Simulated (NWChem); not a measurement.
## Total energies of dichloromethane (CH₂Cl₂)

```
C
H 1 1.0958
H 1 1.0958 2 110.71
Cl 1 1.7678 2 108.18 3 118.38
Cl 1 1.7678 2 108.18 3 -118.38
```
Charge 0, spin multiplicity 1.

Everything below was run with NWChem. The geometry was optimised at PBE0/def2-SVP, a minimum by its harmonic frequencies.

Basis set: 6-31G* (54 functions).

```tsv
method	total energy (Ha)
RHF	-957.98091
MP2	-958.36759
B2PLYP	-959.31132
PBE	-959.22795
B3LYP	-959.68835
BP86	-959.74494
CCSD(T)	-958.41453
```

Total energies of different functionals aren't comparable as a measure of quality: only differences taken within one method are. 

The correlated methods keep 11 core orbitals frozen. B3LYP has NWChem's definition, with VWN1-RPA local correlation. The Pople sets run with spherical d functions. Coupled-cluster values serve here as a point of comparison, not as the truth.
